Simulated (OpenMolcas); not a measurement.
**singlet [SiN2H5]+ at 6 levels**

Aim: a comparison of 6 runs (HF/STO-3G, B3LYP/6-31G*, BHLYP/def2-SVPD, M06-2X/def2-SVPD, SVWN5/def2-SVPD, CCSD(T)/def2-SVPD) of singlet [SiN2H5]+. 

Program for the calculation: OpenMolcas 26.06.

1 further run of the same task is left out (set aside as unsound or not needed).

## (1) The molecule

[SiN2H5]+: 8 atoms, total charge +1, spin state singlet. As SMILES of the parent species, `N[SiH]N`. Geometry: relaxed at PBE0-D4/def2-TZVP. This is one conformer, not always the lowest. That shape belongs to the parent species and isn't relaxed for this state.

Bond lengths: N1–Si2 1.713 Å, Si2–N3 1.720 Å, N1–H4 1.008 Å, N1–H5 1.005 Å, Si2–H6 1.504 Å, N3–H7 1.008 Å, N3–H8 1.008 Å. Angles: N1–Si2–N3 106.1°, N1–Si2–H6 117.2°, N3–Si2–H6 103.6°, Si2–N1–H4 122.2°, Si2–N1–H5 121.8°, Si2–N3–H7 120.2°, Si2–N3–H8 119.6°, H4–N1–H5 112.8°, H7–N3–H8 111.5°.

## (2) The energy at HF/STO-3G (run 1)

Contents of calc.inp:

```
* H5N2Si Hartree-Fock
>>> EXPORT MOLCAS_PRINT=2

&gateway
  baslib=$CurrDir
  coord
  8
  angstrom
  N       -1.027000       0.622100      -0.768300
  Si       0.527700       0.579900      -0.050700
  N        0.789500      -1.052600       0.425100
  H       -1.817900       0.144500      -0.364600
  H       -1.296600       1.349400      -1.406800
  H        0.716400       1.354100       1.225100
  H        0.730800      -1.794000      -0.255200
  H        1.468900      -1.260500       1.139500
  basis=STO-3G
  group=NoSym

&seward

&scf
  charge=1
  thresholds=1e-10 1e-07 1e-07 1e-05
  prorbitals=0
```

The basis set STO-3G is read from a file made from the Basis Set Exchange's data (not shown).

Run with:

```sh
$ export MOLCAS_MEM=1860
$ pymolcas calc.inp > calc.log
```

Log:

```text
--- Start Module: gateway ---
[...]
--- Stop Module: gateway /rc=_RC_ALL_IS_WELL_ ---
--- Start Module: seward ---
[...]
      Basis functions           24
--- Stop Module: seward /rc=_RC_ALL_IS_WELL_ ---
--- Start Module: scf ---
[...]
       Convergence after  16 Iterations
[...]
::    Total SCF energy                               -395.7831572054
[...]
      Total spin, S                                     0.0000000000
[...]
      Total electronic charge=   32.000000
      Total            charge=    1.000000
[...]
      Dipole Moment (debye):
      Origin of the operator (angstrom)=    0.1842    0.1637   -0.0964
                   X=  2.2363E+00               Y=  1.0580E+00               Z= -3.6212E-01           Total=  2.5003E+00
      Center of Charge (angstrom)
[...]
--- Stop Module: scf /rc=_RC_ALL_IS_WELL_ ---
[...]
```

Run time: 2.2 s. Hardware: 1 thread of AMD EPYC 7R43 (Zen 3), shared host; peak memory 0.37 GiB.

## (3) A single-point energy at B3LYP/6-31G(d) (Cartesian functions) (run 2)

Contents of mol.xyz:

```xyz
8

N     -1.027000     0.622100    -0.768300
Si     0.527700     0.579900    -0.050700
N      0.789500    -1.052600     0.425100
H     -1.817900     0.144500    -0.364600
H     -1.296600     1.349400    -1.406800
H      0.716400     1.354100     1.225100
H      0.730800    -1.794000    -0.255200
H      1.468900    -1.260500     1.139500
```

Contents of run.inp:

```
&GATEWAY
 BasLib=$CurrDir
 Coord=mol.xyz
 Basis=6-31Gs
 Group=NoSym

&SEWARD
 GridInput
 Grid=UltraFine
 End of Grid

&SCF
 Charge=1
 KSDFT=B3LYP
 Thresholds=1e-10 1e-07 1e-07 1e-05
 PrOrbitals=1 1
```

The basis set 6-31G* is read from a file made from the Basis Set Exchange's data (not shown).

Run with:

```sh
$ export MOLCAS_MEM=1860
$ pymolcas run.inp > run.log
```

Log:

```text
--- Start Module: gateway ---
[...]
--- Stop Module: gateway /rc=_RC_ALL_IS_WELL_ ---
--- Start Module: seward ---
[...]
      Basis functions           59
--- Stop Module: seward /rc=_RC_ALL_IS_WELL_ ---
[...]
--- Start Module: scf ---
[...]
       Convergence after  19 Iterations
[...]
::    Total KS-DFT energy                            -401.7375940254
[...]
      Total spin, S                                     0.0000000000
[...]
      Total electronic charge=   32.000000
      Total            charge=    1.000000
[...]
      Dipole Moment (debye):
      Origin of the operator (angstrom)=    0.1842    0.1637   -0.0964
                   X=  1.1144E+00               Y=  3.2487E-01               Z= -2.4146E-01           Total=  1.1857E+00
      Center of Charge (angstrom)
[...]
--- Stop Module: scf /rc=_RC_ALL_IS_WELL_ ---
[...]
```

Run time: 21 s. Hardware: 1 thread of AMD EPYC 7R43 (Zen 3), shared host; peak memory 0.39 GiB.

Runs 3 to 5 aren't shown in full; the table further down has their settings and results.

## (4) A single-point energy at CCSD(T)/def2-SVPD (Cholesky decomposition) (run 6)

Contents of calc.input:

```
* H5N2Si CCSD(T)

&gateway
 baslib = $CurrDir
 coord
 8
 bohr
 N     -1.94074873     1.17559862    -1.45187658
 Si     0.99720848     1.09585218    -0.09580911
 N      1.49193878    -1.98912572     0.80332258
 H     -3.43533312     0.27306543    -0.68899415
 H     -2.45021889     2.54999643    -2.65846671
 H      1.35379980     2.55887815     2.31510348
 H      1.38101185    -3.39016867    -0.48225811
 H      2.77581870    -2.38199978     2.15334292
 basis = def2-SVPD
 group = NoSym

&seward
 high

&scf
 charge = 1
 thresholds = 1e-10 1e-07 1e-07 1e-05
 prorbitals = 1 1

&chcc
 frozen = 7
 threshold = 1e-08
 maxiterations = 80

&cht3
 frozen = 7
```

The basis set def2-SVPD is read from a file made from the Basis Set Exchange's data (not shown).

Run with:

```sh
$ export MOLCAS_MEM=1860
$ pymolcas calc.input > calc.log
```

Log:

```text
--- Start Module: gateway ---
[...]
--- Stop Module: gateway /rc=_RC_ALL_IS_WELL_ ---
[...]
      Basis functions          104
[...]
       Convergence after  18 Iterations
[...]
::    Total SCF energy                               -400.3300593365
[...]
      Total spin, S                                     0.0000000000
[...]
      Total electronic charge=   32.000000
      Total            charge=    1.000000
[...]
      Dipole Moment (debye):
      Origin of the operator (angstrom)=    0.1842    0.1637   -0.0964
                   X=  1.5774E+00               Y=  9.9917E-01               Z= -5.4925E-01           Total=  1.9463E+00
      Center of Charge (angstrom)
[...]
--- Start Module: chcc ---
[...]
--- Stop Module: chcc /rc=_RC_ALL_IS_WELL_ ---
[...]
--- Start Module: cht3 ---
[...]
--- Stop Module: cht3 /rc=_RC_ALL_IS_WELL_ ---
[...]
```

Run time: 9.5 min. Hardware: 1 thread of AMD EPYC 7R43 (Zen 3), shared host; peak memory 0.17 GiB.

## (5) All runs side by side

| run | level | Cartesian functions | integration grid | energy (Eh) | HOMO energy (eV) | LUMO energy (eV) | HOMO–LUMO gap (eV) | wall time |
| --- | --- | --- | --- | --- | --- | --- | --- | --- |
| 1 | HF/STO-3G | no | – | -395.783157 | -14.62 | -3.76 | 10.86 | 2.2 s |
| 2 | B3LYP/6-31G* (Cartesian functions) | yes | UltraFine | -401.737594 | -13.03 | -9.48 | 3.56 | 21 s |
| 3 | BHLYP/def2-SVPD | no | UltraFine | -401.508431 | -14.83 | -8.54 | 6.29 | 46 s |
| 4 | M06-2X/def2-SVPD | no | UltraFine | -401.505331 | -14.88 | -8.54 | 6.34 | 64 s |
| 5 | SVWN5/def2-SVPD | no | UltraFine | -399.507357 | -12.36 | -10.26 | 2.10 | 67 s |
| 6 | CCSD(T)/def2-SVPD (Cholesky decomposition) | no | – | -400.833899 | -16.91 | -6.22 | 10.69 | 9.5 min |

## (6) What came out

| quantity | value |
| --- | --- |
| run 6: total energy | -400.83390 Eh |
| run 6: HOMO energy (Hartree–Fock orbitals) | -16.91 eV |
| run 6: LUMO energy (Hartree–Fock orbitals) | -6.22 eV |
| run 6: HOMO–LUMO gap (Hartree–Fock orbitals) | 10.69 eV |
| run 6: correlation energy (7 core orbitals frozen) | -503.8 mEh |
| run 6: (T) correction | -17.15 mEh |

Over runs 1, 2, 3, 4, 5 the HOMO–LUMO gap runs from 2.10 eV (SVWN5/def2-SVPD) to 10.86 eV (HF/STO-3G). The two ends differ in method and basis. Totals of different functionals can't be ranked against each other. In run 1 the basis is minimal, so the values are rough. All runs together took 13 min, the longest 9.5 min.
